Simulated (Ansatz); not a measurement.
Molecular dynamics of BH₆NS

The input (input.yaml):

```yaml
crystal:
  periodic: [false, false, false]
  atoms:
    - { symbol: B, position_ang: [-0.205344, 0.305442, 0.019393] }
    - { symbol: H, position_ang: [-0.192307, -0.232051, 1.209651] }
    - { symbol: H, position_ang: [0.89501, 0.035962, -0.414257] }
    - { symbol: "N", position_ang: [-1.550597, 0.096131, -0.550521] }
    - { symbol: H, position_ang: [-1.811128, -0.895074, -0.573757] }
    - { symbol: H, position_ang: [-1.611858, 0.446043, -1.512036] }
    - { symbol: S, position_ang: [0.02208, 2.304085, 0.54868] }
    - { symbol: H, position_ang: [-1.304441, 2.499148, 0.791905] }
    - { symbol: H, position_ang: [-0.120015, 0.851313, 1.321743] }
basis:
  gaussian: { orbitals: "6-31G*" }
hamiltonian:
  xc: pbe
md:
  timestep: 0.5
  n_steps: 200
  ensemble: nve
  temperature: 300.0
  initial_velocities: maxwell_boltzmann
  seed: 9886
```

Command:

```bash
$ ansatz run input.yaml --threads 1 --pin off --max-ram 2048MiB --backend cpu --events-out ev --progress --plain --runs-dir out
```

It starts at the highest image of a converged band, a first-order saddle point between two minima.

Output, in part (one step line in 3, the closing report, with atoms numbered from 0):

```
md step     0: t =     0.00 fs  T =   300.0 K  F+E_penalty+E_count = -13090.09661423 eV  E_kin = 0.271446 eV  conserved = -13089.82516823 eV  (26 SCF iters)
md step     3: t =     1.50 fs  T =   259.4 K  F+E_penalty+E_count = -13090.05943848 eV  E_kin = 0.234666 eV  conserved = -13089.82477262 eV  (30 SCF iters)
md step     6: t =     3.00 fs  T =   192.3 K  F+E_penalty+E_count = -13089.99835868 eV  E_kin = 0.174030 eV  conserved = -13089.82432903 eV  (30 SCF iters)
md step     9: t =     4.50 fs  T =   159.1 K  F+E_penalty+E_count = -13089.96846063 eV  E_kin = 0.143970 eV  conserved = -13089.82449109 eV  (30 SCF iters)
md step    12: t =     6.00 fs  T =   145.7 K  F+E_penalty+E_count = -13089.95645275 eV  E_kin = 0.131871 eV  conserved = -13089.82458197 eV  (30 SCF iters)
md step    15: t =     7.50 fs  T =   139.0 K  F+E_penalty+E_count = -13089.95030990 eV  E_kin = 0.125803 eV  conserved = -13089.82450664 eV  (29 SCF iters)
md step    18: t =     9.00 fs  T =   142.7 K  F+E_penalty+E_count = -13089.95373124 eV  E_kin = 0.129135 eV  conserved = -13089.82459632 eV  (29 SCF iters)
md step    21: t =    10.50 fs  T =   148.8 K  F+E_penalty+E_count = -13089.95906176 eV  E_kin = 0.134680 eV  conserved = -13089.82438166 eV  (29 SCF iters)
md step    24: t =    12.00 fs  T =   182.6 K  F+E_penalty+E_count = -13089.98955023 eV  E_kin = 0.165258 eV  conserved = -13089.82429177 eV  (28 SCF iters)
md step    27: t =    13.50 fs  T =   252.8 K  F+E_penalty+E_count = -13090.05345018 eV  E_kin = 0.228773 eV  conserved = -13089.82467717 eV  (29 SCF iters)
md step    30: t =    15.00 fs  T =   310.9 K  F+E_penalty+E_count = -13090.10623794 eV  E_kin = 0.281271 eV  conserved = -13089.82496714 eV  (28 SCF iters)
md step    33: t =    16.50 fs  T =   320.5 K  F+E_penalty+E_count = -13090.11507815 eV  E_kin = 0.290018 eV  conserved = -13089.82506020 eV  (29 SCF iters)
md step    36: t =    18.00 fs  T =   283.0 K  F+E_penalty+E_count = -13090.08087351 eV  E_kin = 0.256038 eV  conserved = -13089.82483595 eV  (27 SCF iters)
md step    39: t =    19.50 fs  T =   254.5 K  F+E_penalty+E_count = -13090.05432811 eV  E_kin = 0.230303 eV  conserved = -13089.82402513 eV  (29 SCF iters)
md step    42: t =    21.00 fs  T =   339.4 K  F+E_penalty+E_count = -13090.13144886 eV  E_kin = 0.307084 eV  conserved = -13089.82436508 eV  (29 SCF iters)
md step    45: t =    22.50 fs  T =   488.1 K  F+E_penalty+E_count = -13090.26719452 eV  E_kin = 0.441672 eV  conserved = -13089.82552215 eV  (29 SCF iters)
md step    48: t =    24.00 fs  T =   549.2 K  F+E_penalty+E_count = -13090.32227536 eV  E_kin = 0.496898 eV  conserved = -13089.82537716 eV  (29 SCF iters)
md step    51: t =    25.50 fs  T =   533.6 K  F+E_penalty+E_count = -13090.30726797 eV  E_kin = 0.482808 eV  conserved = -13089.82445995 eV  (29 SCF iters)
md step    54: t =    27.00 fs  T =   564.1 K  F+E_penalty+E_count = -13090.33471906 eV  E_kin = 0.510454 eV  conserved = -13089.82426541 eV  (29 SCF iters)
md step    57: t =    28.50 fs  T =   674.3 K  F+E_penalty+E_count = -13090.43490319 eV  E_kin = 0.610079 eV  conserved = -13089.82482389 eV  (29 SCF iters)
md step    60: t =    30.00 fs  T =   785.0 K  F+E_penalty+E_count = -13090.53595629 eV  E_kin = 0.710321 eV  conserved = -13089.82563493 eV  (29 SCF iters)
md step    63: t =    31.50 fs  T =   793.5 K  F+E_penalty+E_count = -13090.54344601 eV  E_kin = 0.718015 eV  conserved = -13089.82543075 eV  (28 SCF iters)
md step    66: t =    33.00 fs  T =   751.0 K  F+E_penalty+E_count = -13090.50334038 eV  E_kin = 0.679543 eV  conserved = -13089.82379756 eV  (28 SCF iters)
md step    69: t =    34.50 fs  T =   847.0 K  F+E_penalty+E_count = -13090.59098173 eV  E_kin = 0.766395 eV  conserved = -13089.82458659 eV  (28 SCF iters)
md step    72: t =    36.00 fs  T =   993.4 K  F+E_penalty+E_count = -13090.72476779 eV  E_kin = 0.898874 eV  conserved = -13089.82589349 eV  (28 SCF iters)
md step    75: t =    37.50 fs  T =  1019.2 K  F+E_penalty+E_count = -13090.74751465 eV  E_kin = 0.922196 eV  conserved = -13089.82531851 eV  (28 SCF iters)
md step    78: t =    39.00 fs  T =   990.4 K  F+E_penalty+E_count = -13090.72037609 eV  E_kin = 0.896128 eV  conserved = -13089.82424782 eV  (28 SCF iters)
md step    81: t =    40.50 fs  T =  1054.0 K  F+E_penalty+E_count = -13090.77790693 eV  E_kin = 0.953670 eV  conserved = -13089.82423724 eV  (27 SCF iters)
md step    84: t =    42.00 fs  T =  1213.8 K  F+E_penalty+E_count = -13090.92349344 eV  E_kin = 1.098228 eV  conserved = -13089.82526534 eV  (28 SCF iters)
md step    87: t =    43.50 fs  T =  1328.7 K  F+E_penalty+E_count = -13091.02812032 eV  E_kin = 1.202212 eV  conserved = -13089.82590819 eV  (27 SCF iters)
md step    90: t =    45.00 fs  T =  1316.4 K  F+E_penalty+E_count = -13091.01605533 eV  E_kin = 1.191125 eV  conserved = -13089.82492999 eV  (27 SCF iters)
md step    93: t =    46.50 fs  T =  1298.4 K  F+E_penalty+E_count = -13090.99880389 eV  E_kin = 1.174798 eV  conserved = -13089.82400596 eV  (26 SCF iters)
md step    96: t =    48.00 fs  T =  1372.3 K  F+E_penalty+E_count = -13091.06683761 eV  E_kin = 1.241683 eV  conserved = -13089.82515494 eV  (26 SCF iters)
md step    99: t =    49.50 fs  T =  1404.0 K  F+E_penalty+E_count = -13091.09610213 eV  E_kin = 1.270401 eV  conserved = -13089.82570073 eV  (27 SCF iters)
md step   102: t =    51.00 fs  T =  1320.7 K  F+E_penalty+E_count = -13091.02006576 eV  E_kin = 1.195033 eV  conserved = -13089.82503298 eV  (27 SCF iters)
md step   105: t =    52.50 fs  T =  1220.2 K  F+E_penalty+E_count = -13090.92829154 eV  E_kin = 1.104068 eV  conserved = -13089.82422323 eV  (28 SCF iters)
md step   108: t =    54.00 fs  T =  1223.6 K  F+E_penalty+E_count = -13090.93133382 eV  E_kin = 1.107098 eV  conserved = -13089.82423563 eV  (29 SCF iters)
md step   111: t =    55.50 fs  T =  1325.3 K  F+E_penalty+E_count = -13091.02445598 eV  E_kin = 1.199164 eV  conserved = -13089.82529189 eV  (29 SCF iters)
md step   114: t =    57.00 fs  T =  1380.1 K  F+E_penalty+E_count = -13091.07450753 eV  E_kin = 1.248756 eV  conserved = -13089.82575146 eV  (29 SCF iters)
md step   117: t =    58.50 fs  T =  1326.5 K  F+E_penalty+E_count = -13091.02488016 eV  E_kin = 1.200274 eV  conserved = -13089.82460600 eV  (28 SCF iters)
md step   120: t =    60.00 fs  T =  1302.7 K  F+E_penalty+E_count = -13091.00274673 eV  E_kin = 1.178691 eV  conserved = -13089.82405562 eV  (28 SCF iters)
md step   123: t =    61.50 fs  T =  1366.1 K  F+E_penalty+E_count = -13091.06144347 eV  E_kin = 1.236082 eV  conserved = -13089.82536186 eV  (28 SCF iters)
md step   126: t =    63.00 fs  T =  1369.4 K  F+E_penalty+E_count = -13091.06464776 eV  E_kin = 1.239101 eV  conserved = -13089.82554653 eV  (28 SCF iters)
md step   129: t =    64.50 fs  T =  1284.1 K  F+E_penalty+E_count = -13090.98674628 eV  E_kin = 1.161871 eV  conserved = -13089.82487511 eV  (29 SCF iters)
md step   132: t =    66.00 fs  T =  1208.0 K  F+E_penalty+E_count = -13090.91733213 eV  E_kin = 1.092982 eV  conserved = -13089.82435052 eV  (28 SCF iters)
md step   135: t =    67.50 fs  T =  1223.8 K  F+E_penalty+E_count = -13090.93167885 eV  E_kin = 1.107322 eV  conserved = -13089.82435649 eV  (28 SCF iters)
md step   138: t =    69.00 fs  T =  1323.8 K  F+E_penalty+E_count = -13091.02302342 eV  E_kin = 1.197786 eV  conserved = -13089.82523750 eV  (28 SCF iters)
md step   141: t =    70.50 fs  T =  1388.1 K  F+E_penalty+E_count = -13091.08155976 eV  E_kin = 1.256007 eV  conserved = -13089.82555313 eV  (28 SCF iters)
md step   144: t =    72.00 fs  T =  1373.8 K  F+E_penalty+E_count = -13091.06758301 eV  E_kin = 1.243046 eV  conserved = -13089.82453706 eV  (27 SCF iters)
md step   147: t =    73.50 fs  T =  1397.1 K  F+E_penalty+E_count = -13091.08844028 eV  E_kin = 1.264143 eV  conserved = -13089.82429741 eV  (26 SCF iters)
md step   150: t =    75.00 fs  T =  1473.2 K  F+E_penalty+E_count = -13091.15850408 eV  E_kin = 1.332976 eV  conserved = -13089.82552787 eV  (27 SCF iters)
md step   153: t =    76.50 fs  T =  1460.7 K  F+E_penalty+E_count = -13091.14716050 eV  E_kin = 1.321700 eV  conserved = -13089.82546063 eV  (28 SCF iters)
md step   156: t =    78.00 fs  T =  1365.1 K  F+E_penalty+E_count = -13091.05988848 eV  E_kin = 1.235126 eV  conserved = -13089.82476248 eV  (28 SCF iters)
md step   159: t =    79.50 fs  T =  1288.9 K  F+E_penalty+E_count = -13090.99063587 eV  E_kin = 1.166210 eV  conserved = -13089.82442623 eV  (28 SCF iters)
md step   162: t =    81.00 fs  T =  1288.5 K  F+E_penalty+E_count = -13090.99034468 eV  E_kin = 1.165816 eV  conserved = -13089.82452899 eV  (28 SCF iters)
md step   165: t =    82.50 fs  T =  1343.9 K  F+E_penalty+E_count = -13091.04121318 eV  E_kin = 1.215977 eV  conserved = -13089.82523608 eV  (28 SCF iters)
md step   168: t =    84.00 fs  T =  1358.9 K  F+E_penalty+E_count = -13091.05504948 eV  E_kin = 1.229581 eV  conserved = -13089.82546817 eV  (28 SCF iters)
md step   171: t =    85.50 fs  T =  1311.0 K  F+E_penalty+E_count = -13091.01052240 eV  E_kin = 1.186176 eV  conserved = -13089.82434677 eV  (28 SCF iters)
md step   174: t =    87.00 fs  T =  1330.2 K  F+E_penalty+E_count = -13091.02791296 eV  E_kin = 1.203562 eV  conserved = -13089.82435048 eV  (29 SCF iters)
md step   177: t =    88.50 fs  T =  1406.6 K  F+E_penalty+E_count = -13091.09844062 eV  E_kin = 1.272765 eV  conserved = -13089.82567582 eV  (28 SCF iters)
md step   180: t =    90.00 fs  T =  1388.2 K  F+E_penalty+E_count = -13091.08142802 eV  E_kin = 1.256096 eV  conserved = -13089.82533230 eV  (29 SCF iters)
md step   183: t =    91.50 fs  T =  1311.8 K  F+E_penalty+E_count = -13091.01158324 eV  E_kin = 1.186959 eV  conserved = -13089.82462383 eV  (28 SCF iters)
md step   186: t =    93.00 fs  T =  1278.3 K  F+E_penalty+E_count = -13090.98130120 eV  E_kin = 1.156668 eV  conserved = -13089.82463360 eV  (30 SCF iters)
md step   189: t =    94.50 fs  T =  1300.1 K  F+E_penalty+E_count = -13091.00112513 eV  E_kin = 1.176392 eV  conserved = -13089.82473339 eV  (30 SCF iters)
md step   192: t =    96.00 fs  T =  1356.4 K  F+E_penalty+E_count = -13091.05239713 eV  E_kin = 1.227305 eV  conserved = -13089.82509212 eV  (29 SCF iters)
md step   195: t =    97.50 fs  T =  1392.0 K  F+E_penalty+E_count = -13091.08481233 eV  E_kin = 1.259500 eV  conserved = -13089.82531278 eV  (28 SCF iters)
md step   198: t =    99.00 fs  T =  1379.1 K  F+E_penalty+E_count = -13091.07238505 eV  E_kin = 1.247857 eV  conserved = -13089.82452845 eV  (27 SCF iters)
md step   200: t =   100.00 fs  T =  1386.3 K  F+E_penalty+E_count = -13091.07857967 eV  E_kin = 1.254320 eV  conserved = -13089.82425922 eV  (27 SCF iters)
Total energy: -13091.07861056 eV, -481.0882654864 hartree
Atom 0 at    -0.522353    -1.110615    -0.537887 Å, force     0.488635     0.716734     0.625797 eV/Å
Atom 1 at    -0.050970    -0.712356     0.474925 Å, force     0.449415    -0.161644     0.482491 eV/Å
Atom 2 at    -0.062218    -1.912715    -1.252989 Å, force     0.315574    -0.781962    -0.413670 eV/Å
Atom 3 at    -1.632751    -0.412176    -0.950480 Å, force    -1.432166     0.597165     0.184970 eV/Å
Atom 4 at    -2.163267     0.266651    -0.376176 Å, force     0.480857    -0.436839    -0.292397 eV/Å
Atom 5 at    -2.179882    -0.752890    -1.725264 Å, force    -0.319700     0.062639    -0.584217 eV/Å
Atom 6 at     0.220064     3.012550     0.962866 Å, force     0.544712     0.445514     1.068996 eV/Å
Atom 7 at    -0.753455     2.979883     1.913874 Å, force     0.284903     0.158139     0.296003 eV/Å
Atom 8 at    -0.690676     2.553079     0.149616 Å, force    -0.812230    -0.599747    -1.367975 eV/Å
Dipole moment:    -0.694791     0.044722    -0.084177 e Å
```

The run went to its last step. The conserved energy stayed within 0.17 meV per atom of its start (net change 0.1 meV per atom), so the integration is sound. The kinetic energy rose, since the run started high on the potential surface and went downhill. It ends in pieces (BH4N + H2S), so much of that is their flight and rotation, not heat. A run of 0.1 ps of so small a system gives no equilibrium averages. The orbitals stay closed-shell, which can raise the energy where a bond breaks towards radicals; this wasn't checked here.

Between its relaxed ends the band would form B1–S7, H2–H9 and break B1–H2, S7–H9. These pairs go: B1–S7 2.08 → 4.45 Å, H2–H9 1.09 → 3.34 Å, B1–H2 1.31 → 1.19 Å, S7–H9 1.65 → 1.30 Å. In the last frame they stand as before the step (other bonds may differ from the relaxed reactants and products). Also parted: B1–H9 1.41 → 3.73 Å. It ends as BH4N + H2S. Pairs count as bonded within 1.25 times the sum of covalent radii (0.12 Å more for H–H).

Last frame:

```xyz
9
Properties=species:S:1:pos:R:3
B -0.522 -1.111 -0.538
H -0.051 -0.712 0.475
H -0.062 -1.913 -1.253
N -1.633 -0.412 -0.951
H -2.163 0.267 -0.376
H -2.180 -0.753 -1.725
S 0.220 3.013 0.963
H -0.753 2.980 1.914
H -0.691 2.553 0.150
```

The run took 3.6 min on 1 thread of Intel(R) Xeon(R) Platinum 8488C (Sapphire Rapids), with other jobs on the host, peak memory 0.12 GiB.
